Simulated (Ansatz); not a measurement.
The input, for Ansatz 0.2.0:

```yaml
crystal:
  periodic: [false, false, false]
  atoms:
    - {symbol: Hf, position_ang: [0.000000, 0.000000, 0.000000]}
    - {symbol: Ge, position_ang: [0.000000, 0.000000, 2.604800]}
basis:
  gaussian: {orbitals: def2-TZVPP}
magnetization: {spin_polarized: true, initial_magnetization: 4}
correlation: {method: ccsdt_q, electrons: outside_noble_gas}
```

```sh
$ ansatz run in.yaml --threads 2 --pin off --events-out ev --progress --plain --max-ram 15360MiB --backend cuda --devices 0, --max-vram 18GiB
```

Output:

```
1220 factors; integrals over basis functions are off by at most 3.6e-5 eV
mean field evaluation 1: about -57761.1107 eV, gradient 1.1e1 eV
mean field evaluation 2: about -57761.1108 eV, gradient 1.1e1 eV
mean field evaluation 4: about -57762.5281 eV, gradient 2.3e0 eV
mean field evaluation 8: about -57762.8968 eV, gradient 2.2e-1 eV
mean field evaluation 16: about -57761.3039 eV, gradient 1.5e0 eV
mean field evaluation 32: about -57762.8998 eV, gradient 7.9e-3 eV
mean field evaluation 64: about -57762.8718 eV, gradient 1.4e0 eV
mean field evaluation 96: about -57762.8998 eV, gradient 6.9e-3 eV
mean field evaluation 128: about -57760.3088 eV, gradient 1.1e1 eV
mean field evaluation 160: about -57762.0327 eV, gradient 9.9e-1 eV
...
cycle  17  -4.26197665 eV  change   -7.0e-5 eV  update   7.0e-5
cycle  18  -4.26202307 eV  change   -4.6e-5 eV  update   4.3e-5
cycle  19  -4.26205625 eV  change   -3.3e-5 eV  update   2.6e-5
cycle  20  -4.26206577 eV  change   -9.5e-6 eV  update   1.6e-5
cycle  21  -4.26205960 eV  change    6.2e-6 eV  update   9.1e-6
cycle  22  -4.26205253 eV  change    7.1e-6 eV  update   5.3e-6
cycle  23  -4.26204951 eV  change    3.0e-6 eV  update   3.3e-6
cycle  24  -4.26204892 eV  change    5.9e-7 eV  update   2.2e-6
cycle  25  -4.26204885 eV  change    6.8e-8 eV  update   1.4e-6
cycle  26  -4.26204897 eV  change   -1.2e-7 eV  update   8.9e-7
perturbative correction -0.02730032 eV, -0.0010032684 hartree
Total energy: -57767.18918291 eV, -2122.9050464646 hartree
```

Ran on 2 threads of AMD EPYC 7R13 with a shared H100 80 GB, shared host: 25 s wall, 0.92 GiB peak host memory.
